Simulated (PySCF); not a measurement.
# One shape, several levels: doublet [NF3]+

We compute a comparison of 6 runs (UHF/STO-3G, UHF/3-21G, U-wB97X/cc-pVTZ, UB2PLYP/cc-pVTZ, UPBE0/cc-pVTZ, USCS-MP2/cc-pVTZ) of doublet [NF3]+. 

The calculation is run with PySCF 2.14.0.

1 further run of the same task is left out (set aside as unsound or not needed).

## Step 1: Starting point

[NF3]+: 4 atoms, total charge +1, spin state doublet. As SMILES of the parent species, `FN(F)F`. The coordinates come from a PBE0-D4/def2-TZVP relaxation. That shape belongs to the parent species and isn't relaxed for this state.

Bond lengths: F1–N2 1.360 Å, N2–F3 1.360 Å, N2–F4 1.360 Å. Angles: F1–N2–F3 102.1°, F1–N2–F4 102.1°, F3–N2–F4 102.1°.

## Step 2: A single-point energy at UHF/STO-3G (run 1)

The input, mol.xyz:

```xyz
4

F      0.614010     0.000340     1.066930
N      0.353420    -0.074150    -0.266250
F     -0.636280    -1.006490    -0.312240
F     -0.331150     1.080310    -0.488440
```

The input, input.py:

```python
from pyscf import gto, scf

molecule = gto.M(
    atom='mol.xyz',
    verbose=3,
    basis='sto-3g',
    charge=1,
    spin=1,
    max_memory=1860,
)

mf = scf.UHF(molecule)
mf.conv_tol = 1e-10
mf.kernel()
if not mf.converged:
    mf = mf.newton().run(mf.mo_coeff, mf.mo_occ)

e_tot = mf.e_tot
print(f'total energy: {e_tot:.8f} hartree')
```

Command:

```
OMP_NUM_THREADS=1 python input.py
```

What it wrote:

```text
converged SCF energy = -347.393338740347  <S^2> = 0.79268871  2S+1 = 2.0422426
total energy: -347.39333874 hartree
```

Run time: 0.64 s. Hardware: 1 thread of Arm Neoverse V1, shared host; peak memory 0.1 GiB.

## Step 3: A single-point energy at UHF/3-21G (run 2)

The input, geometry.xyz:

```xyz
4
F3N
F      0.614010     0.000340     1.066930
N      0.353420    -0.074150    -0.266250
F     -0.636280    -1.006490    -0.312240
F     -0.331150     1.080310    -0.488440
```

The input, run.py:

```python
from pyscf import gto

molecule = gto.M(
    atom='geometry.xyz',
    verbose=3,
    max_memory=1860,
    basis='3-21g',
    charge=1,
    spin=1,
)

calc0 = molecule.UHF()
calc0.conv_tol = 1e-10
calc0.kernel()
if not calc0.converged:
    calc0 = calc0.newton().run(calc0.mo_coeff, calc0.mo_occ)

energy = calc0.e_tot
print(f'total energy: {energy:.8f} hartree')
```

Command:

```
OMP_NUM_THREADS=1 python run.py
```

What it wrote:

```text
converged SCF energy = -350.144858828128  <S^2> = 0.78231241  2S+1 = 2.0320555
total energy: -350.14485883 hartree
```

It took 0.85 s on 1 thread of Arm Neoverse V1, shared host; peak memory 0.12 GiB.

Runs 3 to 5 aren't shown in full; the table further down has their settings and results.

## Step 4: A single-point energy at USCS-MP2/cc-pVTZ (run 6)

The input, input.py:

```python
from pyscf import gto, scf, mp

mol = gto.M(
    atom='''
F        0.614010       0.000340       1.066930
N        0.353420      -0.074150      -0.266250
F       -0.636280      -1.006490      -0.312240
F       -0.331150       1.080310      -0.488440
''',
    charge=1,
    max_memory=1860,
    basis='cc-pvtz',
    verbose=3,
    spin=1,
)

mf = scf.UHF(mol)
mf.conv_tol = 1e-10
mf.kernel()
if not mf.converged:
    mf = mf.newton().run(mf.mo_coeff, mf.mo_occ)

pt = mp.MP2(mf, frozen=4).run()
e_final = mf.e_tot + 1.2 * pt.e_corr_os + pt.e_corr_ss / 3
print('E(%s) = %.9f' % ('SCS-MP2', e_final))
```

Command:

```
OMP_NUM_THREADS=1 python input.py
```

What it wrote:

```text
converged SCF energy = -352.199080391616  <S^2> = 0.78230351  2S+1 = 2.0320468
E(UMP2) = -353.141326992385  E_corr = -0.942246600768916
E(SCS-UMP2) = -353.11378665776  E_corr = -0.914706266144016
E(SCS-MP2) = -353.113786658
```

Wall time 9.9 s (1 thread of Arm Neoverse V1, shared host); peak memory 0.42 GiB.

## Step 5: All runs side by side

| run | level | integration grid | frozen core orbitals | energy (Eh) | HOMO energy (eV) | LUMO energy (eV) | ⟨S²⟩ | wall time |
| --- | --- | --- | --- | --- | --- | --- | --- | --- |
| 1 | UHF/STO-3G | – | – | -347.393339 | -23.85 | -8.70 | 0.793 | 0.64 s |
| 2 | UHF/3-21G | – | – | -350.144859 | -27.18 | -11.43 | 0.782 | 0.85 s |
| 3 | U-wB97X/cc-pVTZ | 5 | – | -353.652556 | -23.60 | -14.04 | 0.759 | 54 s |
| 4 | UB2PLYP/cc-pVTZ | 5 | 4 | -353.537577 | -23.48 | -14.68 | 0.769 | 45 s |
| 5 | UPBE0/cc-pVTZ | 5 | – | -353.395924 | -21.16 | -16.39 | 0.759 | 38 s |
| 6 | USCS-MP2/cc-pVTZ | – | 4 | -353.113787 | -27.21 | -10.96 | 0.782 | 9.9 s |

## Step 6: Summary of results

```
                                                         quantity          value
                                              run 6: total energy  -353.11379 Eh
run 6: HOMO energy (Hartree–Fock orbitals) (highest over α and β)      -27.21 eV
 run 6: LUMO energy (Hartree–Fock orbitals) (lowest over α and β)      -10.96 eV
               run 6: correlation energy (4 core orbitals frozen)     -914.7 mEh
                         run 6: ⟨S²⟩ of the reference determinant          0.782
```

Totals of different functionals can't be ranked against each other. In run 1 the basis is minimal, so the values are rough. All runs together took 2.5 min, the longest 54 s.
